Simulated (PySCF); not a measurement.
hydrazine (H₄N₂), SMILES NN.

Geometry optimised at B3LYP-D3(BJ)/def2-TZVP.

Two levels are set side by side: PBE/def2-TZVPD (PySCF) and CAM-B3LYP/def2-TZVPD (PySCF). Same geometry, gas phase. Differences are taken from unrounded values.

```json
[
 {"quantity": "orbital gap (eV)", "PBE": "5.36"},
 {"quantity": "highest occupied level (eV)", "PBE": "-5.71"},
 {"quantity": "lowest empty level (eV)", "PBE": "-0.35"},
 {"quantity": "dipole moment (D)", "PBE": "1.85"},
 {"quantity": "mean polarisability (bohr³)", "PBE": "24.0"}
]
```

These are the PBE values. What does CAM-B3LYP give? (The exact figures need the calculation; the answer reports its results.)


```json
[
 {"quantity": "orbital gap (eV)", "CAM-B3LYP": "9.70", "PBE minus CAM-B3LYP": "-4.34"},
 {"quantity": "highest occupied level (eV)", "CAM-B3LYP": "-8.77", "PBE minus CAM-B3LYP": "3.05"},
 {"quantity": "lowest empty level (eV)", "CAM-B3LYP": "0.93", "PBE minus CAM-B3LYP": "-1.29"},
 {"quantity": "dipole moment (D)", "CAM-B3LYP": "1.95", "PBE minus CAM-B3LYP": "-0.10"},
 {"quantity": "mean polarisability (bohr³)", "CAM-B3LYP": "22.6", "PBE minus CAM-B3LYP": "1.4"}
]
```

Without exact exchange PBE keeps part of each electron's self-repulsion, which lifts occupied levels and narrows the gap. Loosely held outer electrons make PBE densities more polarisable. Differences between two approximate levels are no errors against the true value.

Rough cost on one machine, each run with all the roots and properties that it gave: CAM-B3LYP against PBE within a factor of 2.
